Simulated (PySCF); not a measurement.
Compound: C₃H₄O₃.
InChI=1S/C3H4O3/c4-1-2-6-3-5/h1,3H,2H2

Method: EOM-IP-CCSD/aug-cc-pVDZ in PySCF, restricted Hartree–Fock reference, 6 core orbitals frozen, non-relativistic, gas phase, PBE0-D3(BJ)/def2-SVP geometry.

Hartree–Fock orbital energies give these Koopmans values (eV): HOMO 11.85, HOMO-1 13.24, HOMO-2 13.86, HOMO-3 14.11, HOMO-4 15.79, HOMO-5 16.59, HOMO-6 16.98, HOMO-7 18.27.

**Question.** What vertical ionisation energies does EOM-IP-CCSD give?

**Answer.** 
```csv
leading hole (HF orbital),Koopmans (eV),EOM-IP-CCSD (eV),change (eV),one-hole share
HOMO,11.85,10.33,-1.52,0.95
HOMO-1,13.24,11.42,-1.82,0.95
HOMO-2,13.86,12.30,-1.56,0.94
HOMO-3,14.11,13.13,-0.98,0.95
HOMO-4,15.79,14.40,-1.39,0.94
HOMO-5,16.59,15.14,-1.45,0.93
HOMO-6,16.98,15.61,-1.37,0.95
HOMO-7,18.27,16.32,-1.95,0.94
```

**Question.** Does the order of the lines follow the orbital energies?

**Answer.** Yes, no two lines change places. The corrections run from -1.95 to -0.98 eV, with a mean of -1.50 eV over the 8 lines; no line lies above its Koopmans value.

**Question.** At what kinetic energies would He I light (21.22 eV) eject these electrons?

**Answer.** 10.89 eV (HOMO), 9.80 eV (HOMO-1), 8.92 eV (HOMO-2), 8.09 eV (HOMO-3), 6.82 eV (HOMO-4), 6.08 eV (HOMO-5), 5.61 eV (HOMO-6), 4.90 eV (HOMO-7).

One root was sought for each valence orbital with −ε under 21 eV, eight at most, so deeper holes and satellites are missing; no vibrational structure.

The values belong to the conformer `[O:1]=[CH:2][CH2:3][O:4][CH:5]=[O:6]`: O1–C2–C3–O4 -164°, C2–C3–O4–C5 -90°, C3–O4–C5–O6 0°.
